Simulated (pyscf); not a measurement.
hydrogen fluoride (HF) + F–B(F)–Cl -> boron trifluoride (F–B(F)–F) + hydrogen chloride (HCl) (four-centre exchange; singlet surface; F–H, B–Cl broken, B–F, Cl–H formed). Single points on ωB97X-D3(BJ)/def2-SVP structures (PySCF, gas phase). Correlated levels are frozen-core, on RHF or UHF. ΔMP2 is the change of the MP2 total energy from the triple- to the quadruple-zeta basis. Energies in kcal/mol from the separated reactants.

```tsv
level	barrier	reaction energy
PBE/def2-TZVP	7.3	-14.6
B3LYP-D3(BJ)/def2-TZVP	12.2	-16.5
PBE0-D3(BJ)/def2-TZVP	9.7	-15.0
ωB97M-D3(BJ)/def2-TZVP	11.7	-16.1
CCSD/def2-TZVPP	17.0	-16.6
CCSD(T)/def2-TZVPP	14.5	-15.8
CCSD(T)/def2-TZVPP + ΔMP2(QZVPP)	15.0	-15.3
```

Of the functionals in the table, B3LYP-D3(BJ) is closest to CCSD(T)/def2-TZVPP + ΔMP2(QZVPP) in the barrier (2.8 kcal/mol apart) and PBE least close (7.7 kcal/mol); that level has limits of its own. This is the saddle that the search found; another between the same sides may lie lower. The CCSD(T) − MP2 part came from Ansatz, without density fitting, on the same reference.
